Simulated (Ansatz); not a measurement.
Compare A (`COC1=NC1`) with its isomer B (`OC1=NCC1`).

Isolated molecules relaxed with PBE0-D4/def2-TZVP in Ansatz; ΔE leaves out vibrations. CBS: MP2 limit from def2 TZ/QZ plus the TZ coupled-cluster correction, frozen cores. DFT in def2-TZVPP. B3LYP here is the variant with VWN-RPA as its local correlation; programs differ in this. One conformer a species, not always the lowest.

A:

Z-matrix (Å, degrees):
```
C
O 1 1.433
H 1 1.091 2 110.1
H 1 1.087 2 106.1 3 119.6
H 1 1.091 2 110.1 3 -120.8
C 2 1.306 1 113.3 3 60.6
C 6 1.422 2 147.1 1 180.0
N 6 1.249 2 141.9 1 0.0
H 7 1.087 6 120.8 2 80.2
H 7 1.087 6 120.8 2 -80.1
```

B:

```xyz
10

O    -0.6486    1.6864   -1.1042
C    -0.2697    0.5447   -0.5439
N    -0.2286   -0.6282   -1.0494
C     0.2806   -1.1453    0.2531
C     0.2194    0.2874    0.8371
H    -0.9080    1.4915   -2.0156
H     1.2806   -1.5757    0.1747
H    -0.3959   -1.8672    0.7143
H    -0.5028    0.4575    1.6367
H     1.1730    0.7489    1.0973
```

Q: Which is lower in electronic energy at CCSD(T)/CBS, and by how much? (An estimate is asked.)

A: Ansatz gave: B, by 30.6 kcal/mol.

Q: Give E(B) − E(A) in kcal/mol with B3LYP-D4, LDA (SPW92), PBE-D4, MP2/def2-TZVPP, B2PLYP, r2SCAN-D4, HF/def2-TZVPP. (Best estimate.)

A: Ansatz gave: B3LYP-D4 -27.9, LDA (SPW92) -33.1, PBE-D4 -29.1, MP2/def2-TZVPP -30.1, B2PLYP -28.3, r2SCAN-D4 -28.7, HF/def2-TZVPP -29.3. None reverses the order clearly.

Q: Does the order hold for the free energy at 298.15 K (harmonic terms from PBE0-D4)? (An estimate is asked.)

A: The calculation gave: Yes: G(B) − G(A) = -28.7 kcal/mol, for one conformer each.

Largest T1 diagnostic: 0.013.

From BLYP to BHLYP (50 % exact exchange), in def2-TZVPP and without D4, E(B) − E(A) moves by −4.4 kcal/mol. At CCSD(T), def2-SVP lies +2.3 kcal/mol from the extrapolated value and def2-TZVPP +0.6 kcal/mol.
